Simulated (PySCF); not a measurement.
# Dipole moment and polarisability of `C[C@H]1C=NCC1`

Compound: C₅H₉N.
Structure used (GFN2-xTB), in Å, numbered top down from 1:
```
atom  x, y, z in Å
C1    -1.7543    0.4155    0.3808
C2    -0.5819   -0.2106   -0.3691
C3     0.2326    0.8193   -1.1111
N4     1.4673    0.8407   -0.8784
C5     1.8101   -0.1791    0.0825
C6     0.4867   -0.8380    0.5445
H7    -2.4470    0.8822   -0.3168
H8    -1.3988    1.1755    1.0742
H9    -2.2923   -0.3443    0.9441
H10   -0.9704   -0.9402   -1.0891
H11   -0.2133    1.5079   -1.8113
H12    2.3637    0.2869    0.9006
H13    2.4821   -0.8897   -0.4058
H14    0.5264   -1.9206    0.4450
H15    0.2847   -0.5976    1.5879
```

Level: wB97X-D/def2-SVPD (PySCF), static field, nuclei fixed, core orbitals frozen in the response. The polarisability tensor in these axes (au):

```
x   74.46 -2.02  1.28
y   -2.02 57.31 -4.74
z    1.28 -4.74 57.42
```

**Question.** What are the eigenvalues, a third of the trace, and Δα (Δα² = ½Σ(αi − αj)² over the three pairs)?

**Answer.** Principal values 52.60, 61.68 and 74.89 au; mean 63.06 au = 9.34 Å³ = 10.40 × 10⁻⁴⁰ C²·m²/J; Δα = 19.41 au (31 % of the mean).

**Question.** What is the dipole moment, and where does it point?

**Answer.** (-1.73, -1.30, 0.77) D, 2.29 D in size, pointing from the negative to the positive side. Measured along this direction, the outermost atoms are N4 at the negative end and H9 at the positive end.

**Question.** Find the Langevin capture rate constant for NH4+ (18.034 u) meeting this molecule (83.073 u), k = 2.342 × 10⁻⁹ cm³/s × √(α in Å³ / reduced mass in u).

**Answer.** The reduced mass is 14.82 u, so k = 1.86 × 10⁻⁹ cm³/s. The formula leaves out the permanent dipole, which adds to the capture rate.

**Question.** Along which axes do the principal values lie, and how far do the nuclei extend along each?

**Answer.** Largest value along (0.98, -0.14, 0.11), where the nuclei span 5.09 Å; middle along (-0.18, -0.68, 0.71), 3.81 Å; least along (0.03, 0.72, 0.70), 3.01 Å. The response follows the extents in order.

**Question.** Molar refractivity from α?

**Answer.** Lorentz–Lorenz: R = (4π/3)N_A α = 2.5225 cm³/(mol·Å³) × 9.34 Å³ = 23.6 cm³/mol, in the limit of long wavelengths.

Geometry: GFN2-xTB; no solvent, vibrations or thermal averaging.

The run behind these numbers computed excited states as well. The run took 27 s on Arm Neoverse V1, one thread, no GPU, on a shared host.
